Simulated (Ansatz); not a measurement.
# ClF, singlet in 6-31G*: errors against RCCSDTQ

Geometry: MP2(full)/6-31G*, from the G2/97 set.

```
atom   x (Å)   y (Å)   z (Å)
   F  0.0000  0.0000  0.0000
  Cl  0.0000  0.0000  1.6591
```

Basis 6-31G* (Cartesian d functions); Ansatz 0.2.0. Correlated methods freeze the noble-gas cores, which leaves 14 electrons in 28 orbitals. R marks a restricted (for open shells ROHF) determinant. Active spaces: valence = (14e, 8o) chosen from the atoms' valence shells.

Full CI isn't at hand for all of this; RCCSDTQ serves as the reference, and is uncertain by about the last step of the cluster series.

The UHF ⟨S²⟩ is 0.000, the T1 diagnostic (RCCSD) is 0.0101 and the largest doubles amplitude (RCCSD) is 0.111.

```csv
level,E − E(RHF) (eV)
RMP2,-8.4035
RCCSD,-8.8290
RCCSD(T),-9.0277
```

Problem. Estimate how far RCCSDTQ in 6-31G* lies from RCCSD(T). The table doesn't fix it; the size of (T) and the diagnostics are the guide.

Solution. RCCSDTQ in 6-31G* lies 3.3 kJ/mol below RCCSD(T), which is 17 % of the (T) step (-19.2 kJ/mol). The diagnostics are small and one determinant leads, so the series closes fast and only a small part of (T) is left.

The other levels:

| level | E − E(RCCSDTQ) (kJ/mol) | share of correlation (%) | wall time |
| --- | --- | --- | --- |
| CISD | 82.2 | 90.59 | 0.7 s |
| BCCD(T) | 3.1 | 99.65 | 0.7 s |
| RCCSDT | 2.1 | 99.76 | – |
| CISDTQ | 4.4 | 99.50 | 81 s (H100) |
| RCCSDT(Q) | -0.1 | 100.02 | 2.8 s |
| CASSCF (valence space) | 765.7 | 12.42 | – |
| NEVPT2 (valence space) | 136.0 | 84.44 | 0.42 s |
| MRCISD (valence space) | 62.6 | 92.84 | – |
| MRCISD+Q (valence space) | 9.9 | 98.87 | 1.3 s |

The correlation energy at RCCSDTQ, counted from RHF, is -9.062 eV. That run took 17 s on 2 threads of AMD EPYC 7R13 with a shared H100 80 GB, shared host.

Times hold each run's SCF and search for its determinant on a shared host, so for small cases they say little of a method's own cost; rows without a card ran on 1 thread of AMD EPYC 7R13.

Natural occupations of CASSCF (valence space) about the gap: 2.000 1.999 1.999 1.999 1.937 0.067; effectively unpaired electrons, Σ n²(2−n)², 0.03.

Atomization energy (electronic, same basis, no zero-point term; atoms at the same level, unrestricted beside the R rows where the molecule is a closed shell, with restricted open-shell steps beyond CCSDT(Q)) at RCCSDTQ: 213.3 kJ/mol. Errors of other levels:

```tsv
level	error (kJ/mol)
RHF	-199.6
RMP2	15.8
CISD	-57.6
RCCSD	-13.9
RCCSD(T)	-1.9
BCCD(T)	-1.7
RCCSDT	-1.7
CISDTQ	-3.9
RCCSDT(Q)	0.2
CASSCF (valence space)	-72.9
NEVPT2 (valence space)	15.9
MRCISD (valence space)	-37.3
MRCISD+Q (valence space)	-9.8
```

This basis is far from its limit, so the value isn't to be set against a measured one. Truncated CI isn't size-consistent, which counts against it in atomization.
